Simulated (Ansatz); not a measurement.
C2H4FNO, SMILES `C/N=C(/O)F`, relaxed with RKS PBE-D4/def2-SVP in Ansatz 0.2.0 from a rough embedded geometry. The force threshold is 0.03 eV/Å; the program also tests the step.

Charge 0, multiplicity 1.

Start:

```xyz
9

C    -0.264   -0.901   -0.904
N     0.227   -0.445    0.405
C     0.158    0.848    0.619
O     0.506    1.239    1.764
F    -0.334    1.667   -0.299
H    -1.312   -0.572   -1.072
H    -0.173   -1.943   -1.039
H     0.313   -0.391   -1.736
H     0.880    0.499    2.261
```

```json
{"step": "1", "energy (eV)": "-8376.9114", "largest force (eV/Å)": "5.792", "largest move (Å)": "0.000"}
{"step": "2", "energy (eV)": "-8377.3497", "largest force (eV/Å)": "2.710", "largest move (Å)": "0.074"}
{"step": "3", "energy (eV)": "-8377.4725", "largest force (eV/Å)": "1.137", "largest move (Å)": "0.116"}
{"step": "4", "energy (eV)": "-8377.5217", "largest force (eV/Å)": "0.236", "largest move (Å)": "0.077"}
{"step": "5", "energy (eV)": "-8377.5233", "largest force (eV/Å)": "0.264", "largest move (Å)": "0.013"}
{"step": "6", "energy (eV)": "-8377.5240", "largest force (eV/Å)": "0.056", "largest move (Å)": "0.011"}
{"step": "7", "energy (eV)": "-8377.5242", "largest force (eV/Å)": "0.023", "largest move (Å)": "0.005"}
{"step": "8", "energy (eV)": "-8377.5243", "largest force (eV/Å)": "0.011", "largest move (Å)": "0.002"}
{"step": "9", "energy (eV)": "-8377.5243", "largest force (eV/Å)": "0.016", "largest move (Å)": "0.007"}
{"step": "10", "energy (eV)": "-8377.5245", "largest force (eV/Å)": "0.073", "largest move (Å)": "0.024"}
{"step": "11 (rejected)", "energy (eV)": "-8377.5148", "largest force (eV/Å)": "0.509", "largest move (Å)": "0.195"}
{"step": "12", "energy (eV)": "-8377.5272", "largest force (eV/Å)": "0.048", "largest move (Å)": "0.098"}
{"step": "13", "energy (eV)": "-8377.5294", "largest force (eV/Å)": "0.167", "largest move (Å)": "0.098"}
{"step": "14", "energy (eV)": "-8377.5321", "largest force (eV/Å)": "0.230", "largest move (Å)": "0.040"}
{"step": "15 (rejected)", "energy (eV)": "-8377.5212", "largest force (eV/Å)": "0.454", "largest move (Å)": "0.191"}
{"step": "16", "energy (eV)": "-8377.5404", "largest force (eV/Å)": "0.087", "largest move (Å)": "0.095"}
{"step": "17", "energy (eV)": "-8377.5472", "largest force (eV/Å)": "0.068", "largest move (Å)": "0.100"}
{"step": "18", "energy (eV)": "-8377.5489", "largest force (eV/Å)": "0.256", "largest move (Å)": "0.146"}
{"step": "19", "energy (eV)": "-8377.5557", "largest force (eV/Å)": "0.036", "largest move (Å)": "0.054"}
{"step": "20", "energy (eV)": "-8377.5563", "largest force (eV/Å)": "0.010", "largest move (Å)": "0.033"}
```

End:

```xyz
9

C    -0.373   -0.882   -0.940
N    -0.043   -0.409    0.385
C     0.295    0.789    0.590
O     0.616    1.306    1.783
F     0.396    1.758   -0.340
H    -1.429   -1.231   -0.962
H     0.251   -1.767   -1.187
H    -0.241   -0.126   -1.744
H     0.528    0.562    2.414
```

Hardware: 4 threads of a server CPU on a shared host. Wall time 20 s, peak host memory 0.15 GiB.
